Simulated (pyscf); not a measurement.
## Addition across a multiple bond or ene-type step: HB=NH + methane (CH₄) -> H₃C–BH–NH₂

Gas phase, singlet surface, charge 0. Bonds broken: C5–H6. Bonds formed: B1–C5, N2–H6. PySCF, gas phase, ωB97X-D3(BJ)/def2-SVP geometries. Correlated levels are frozen-core, on RHF or UHF. ΔMP2 is the change of the MP2 total energy from the triple- to the quadruple-zeta basis.

Transition state (Å):

```xyz
9

B      0.3783     0.5608     0.1899
N      0.4502    -0.3772    -0.7680
H      0.9425     1.5196     0.6606
H      1.1880    -0.4807    -1.4559
C     -1.1549     0.2615     1.1220
H     -0.6643    -0.3871     0.1063
H     -1.9355    -0.5149     0.9968
H     -0.7443     0.1394     2.1333
H     -1.6500     1.2337     0.9964
```

One imaginary mode, 1428i cm⁻¹; descent along it reached the two sides named.

| bond | change | reactant side (Å) | saddle | product side |
|---|---|---|---|---|
| C5–H6 | breaks | 1.099 | 1.301 | 2.8 |
| B1–C5 | forms | 3.5 | 1.819 | 1.582 |
| N2–H6 | forms | 3.2 | 1.417 | 1.013 |

Electronic energies relative to the separated reactants (eV):

```json
[
 {"level": "ωB97X-D3(BJ)/def2-TZVP", "barrier": "2.05", "reaction energy": "-1.53", "reverse barrier": "3.59"},
 {"level": "PBE/def2-TZVP", "barrier": "1.76", "reaction energy": "-1.43", "reverse barrier": "3.19"},
 {"level": "r²SCAN/def2-TZVP", "barrier": "1.87", "reaction energy": "-1.50", "reverse barrier": "3.36"},
 {"level": "B3LYP-D3(BJ)/def2-TZVP", "barrier": "2.12", "reaction energy": "-1.38", "reverse barrier": "3.50"},
 {"level": "PBE0-D3(BJ)/def2-TZVP", "barrier": "1.81", "reaction energy": "-1.61", "reverse barrier": "3.42"},
 {"level": "M06-2X/def2-TZVP", "barrier": "2.03", "reaction energy": "-1.46", "reverse barrier": "3.49"},
 {"level": "ωB97M-D3(BJ)/def2-TZVP", "barrier": "2.07", "reaction energy": "-1.43", "reverse barrier": "3.50"},
 {"level": "HF/def2-TZVP", "barrier": "2.84", "reaction energy": "-1.38", "reverse barrier": "4.22"},
 {"level": "MP2/def2-QZVPP", "barrier": "2.07", "reaction energy": "-1.38", "reverse barrier": "3.45"},
 {"level": "CCSD/def2-TZVPP", "barrier": "2.26", "reaction energy": "-1.42", "reverse barrier": "3.68"},
 {"level": "CCSD(T)/def2-TZVPP", "barrier": "2.16", "reaction energy": "-1.39", "reverse barrier": "3.55"},
 {"level": "CCSD(T)/def2-TZVPP + ΔMP2(QZVPP)", "barrier": "2.14", "reaction energy": "-1.39", "reverse barrier": "3.54"}
]
```

With CCSD(T)/def2-TZVPP + ΔMP2(QZVPP) energies and thermal terms (ideal gas, 1 atm, RRHO with modes under 100 cm⁻¹ raised to 100, one conformer, R ln 2 for rigid chiral ones), in eV:

```json
[
 {"T (K)": "298", "ΔH‡": "2.05", "ΔG‡": "2.42", "ΔH": "-1.28", "ΔG": "-0.91"},
 {"T (K)": "600", "ΔH‡": "2.05", "ΔG‡": "2.80", "ΔH": "-1.28", "ΔG": "-0.53"},
 {"T (K)": "900", "ΔH‡": "2.07", "ΔG‡": "3.17", "ΔH": "-1.26", "ΔG": "-0.16"},
 {"T (K)": "1200", "ΔH‡": "2.09", "ΔG‡": "3.54", "ΔH": "-1.23", "ΔG": "+0.20"}
]
```

One saddle was located; it need not be the lowest between these sides. The CCSD(T) − MP2 part came from Ansatz, without density fitting, on the same reference.
